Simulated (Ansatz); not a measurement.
Elements on the sites of an ideal fluorite lattice, at a guessed lattice constant:

```xyz
14
Lattice="-5.4190 0.0000 0.0000 -2.7095 5.4190 2.7095 -2.7095 2.7095 -5.4190" Properties=species:S:1:pos:R:3 pbc="T T T"
O    -6.7738    4.0643   -4.0643
O    -4.0643    4.0643   -1.3548
O    -6.7738    4.0643    1.3548
O    -6.7738    6.7738   -1.3548
O    -1.3548    1.3548   -1.3548
O    -9.4833    6.7738   -1.3548
O    -4.0643    1.3548   -1.3548
O    -4.0643    4.0643   -4.0643
O    -6.7738    4.0643   -1.3548
Y     0.0000    0.0000    0.0000
Y    -5.4190    2.7095   -2.7095
Hf   -2.7095    2.7095    0.0000
Hf   -8.1285    5.4190   -2.7095
Hf   -5.4190    5.4190    0.0000
```

Cell and atoms were relaxed without symmetry on coarser meshes and computed once more. Theory: DFT PBEsol, scalar-relativistic, plane waves, PAW in Ansatz 0.2.0.

Cutoff 420 eV; k points 5×4×4 on the computed 14-atom cell (Γ-centred); Gaussian smearing, width 0.02 eV; no spin polarisation.

The relaxation ran on 2×2×2 (shifted) and then 4×3×3 k points with a smearing of 0.1 eV, from sites shaken by 0.02 Å.

Task: What does the relaxation give?

Result: A volume of 12.13 Å³/atom and a gap on the mesh of 4.20 eV. It lies 3.58 eV/atom below the elements' standard states (static lattices, no corrections for gases). The atoms leave their sites by 0.27 Å (root mean square) and 0.54 Å at most, and the cell stretches by up to 2.5 % at fixed volume.

```xyz
14
Lattice="-5.2103 0.0711 0.0261 -2.6893 5.1322 2.4866 -2.6146 2.6701 -5.1064" Properties=species:S:1:pos:R:3 pbc="T T T"
O    -6.5765    4.5311   -3.8826
O    -3.9251    3.9785   -0.8945
O    -6.3760    3.8763    1.1819
O    -6.6056    6.4099   -1.5643
O    -1.3906    1.0445   -1.2318
O    -9.2540    6.5482   -1.3057
O    -3.8121    1.3964   -1.3893
O    -3.9639    3.9495   -3.7213
O    -6.6760    3.8620   -1.3450
Y    -5.0576    0.2096    0.0819
Y    -5.2256    2.6287   -2.5084
Hf   -2.4502    2.4319   -0.0714
Hf   -8.0498    5.1807   -2.3905
Hf   -5.4537    5.2831   -0.2111
```

Spin-orbit coupling is left out, which matters for the bands of heavy elements. The gap is read on a mesh, which can miss the band edges, so it can be too wide.

Cost: 2 runs of about 2.6 core-minutes in all (earlier runs that led there not counted), on Intel Xeon Platinum 8375C (Ice Lake) (shared hosts).